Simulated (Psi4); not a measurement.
Psi4 input (wB97X-D/6-311+G**):

```
memory 1500 MB

molecule {
0 2
C     0.01091998    0.21658882    0.95978002
C    -0.00015083    0.23216616   -0.35161891
F     0.00546660   -0.79615711    1.78204925
F     0.00746909    1.34330003   -1.06320299
F    -0.02011512   -0.84631291   -1.12428700
symmetry c1
no_reorient
no_com
}

set {
  basis 6-311+G**
  reference uks
  scf_type pk
  dft_radial_points 99
  dft_spherical_points 590
  e_convergence 1e-8
  d_convergence 1e-7
  maxiter 150
}

e = energy('wb97x-d')
print_out(f'\nFINAL {e:.10f} DIPOLE {variable("CURRENT DIPOLE")[0]:.6f} {variable("CURRENT DIPOLE")[1]:.6f} {variable("CURRENT DIPOLE")[2]:.6f}\n')
```

**Question.** Predict the final energy.

**Answer.** -375.59465 Eh.
